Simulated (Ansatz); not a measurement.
# AlSiH₅ (singlet): the correlation ladder at distance Al1–H4 along a hydrogen transfer = 1.693 Å, cc-pVDZ

One table from this session's results is given with a row withheld; the runs are named, their logs left out.

The runs use Ansatz 0.2.0, Gaussian basis; cc-pVDZ, core rule «outside noble gas», up to 10 orbitals frozen.

Plan: UHF; CCSD(T) on RHF; CCSD(T) on UHF; BCCD(T) on RHF; CISD; CCSDT(Q) on RHF; CCSDT(Q) on UHF; CASSCF and NEVPT2, 2 electrons in 2 orbitals; CASSCF and NEVPT2, 8 electrons in 8 orbitals.

8 further runs of the same task are left out: 1 for a mislabelled method, 7 that didn't finish.

## What is computed

The geometry derives from fragments relaxed apart (PBE0/def2-TZVP) and kept rigid, so it is no stationary point. A hydrogen atom is moved between rigid fragments.

7 atoms, charge 0, spin multiplicity 1.

Atoms are counted from 1 here; the program's logs count them from 0.

Bond lengths: Al1–H2 1.586 Å, Al1–H3 1.586 Å, Al1–H4 1.693 Å, H4–Si5 1.707 Å, Si5–H6 1.526 Å, Si5–H7 1.526 Å. Angles: H2–Al1–H3 120.0°, H2–Al1–H4 120.0°, H3–Al1–H4 120.0°, Al1–H4–Si5 180.0°, H4–Si5–H6 113.7°, H4–Si5–H7 113.7°, H6–Si5–H7 91.2°.

The first run:

in.yaml reads:

```yaml
crystal:
  periodic: [false, false, false]
  atoms:
    - {symbol: Al, position_ang: [-1.725044, 0.029322, 0.000000]}
    - {symbol: H, position_ang: [-2.517968, 1.402706, 0.000000]}
    - {symbol: H, position_ang: [-2.517968, -1.344062, 0.000000]}
    - {symbol: H, position_ang: [-0.032044, 0.029322, 0.000000]}
    - {symbol: Si, position_ang: [1.674956, 0.029322, 0.000000]}
    - {symbol: H, position_ang: [2.287136, -0.844962, 1.090012]}
    - {symbol: H, position_ang: [2.287136, -0.844962, -1.090012]}
basis:
  gaussian: {orbitals: cc-pVDZ}
magnetization: {spin_polarized: true, initial_magnetization: 0}
hamiltonian: {xc: hf}
output: {orbitals: {seedname: orbitals}}
```

Launch:

```console
> ansatz run in.yaml --threads 1 --pin off --events-out ev --progress --plain --max-ram 2393MiB
```

Steps of the session up to this table: UHF; CCSD(T) on RHF; CCSD(T) on UHF; BCCD(T) on RHF; CISD; CCSDT(Q) on RHF; CCSDT(Q) on UHF; CASSCF and NEVPT2, 2 electrons in 2 orbitals; CASSCF and NEVPT2, 8 electrons in 8 orbitals.

One of the session's tables, all rows but one given; the rest of the session is left out.

```
         method  from RCCSDT(Q) (meV)
            RHF               +6345.7
            UHF               +6345.5
           RMP2               +1518.6
           CISD                +763.9
          RCCSD                +182.5
       RCCSD(T)                     ?
        BCCD(T)                 +40.9
         RCCSDT                  +6.7
      RCCSDT(Q)                     0
CASSCF frontier               +4687.6
NEVPT2 frontier               +1365.6
```

Q: Estimate the row for RCCSD(T) from the others.

The run gave: from RCCSDT(Q) (meV): +41.6. In the column «from RCCSDT(Q) (meV)» it lies between BCCD(T) (+40.9) and RCCSD (+182.5).

Not comparable, so not listed: CCSD(T) on UHF; CCSDT(Q) on UHF (they don't share determinant, frozen orbitals or solution with the rows shown, or repeat one).

Limits of these values: Left out of the table: CASSCF pair, NEVPT2 pair (the active space lost an orbital or holds another state than full CI finds). Warnings: restricted reference is unstable. Warnings in the runs' records: passed over end.
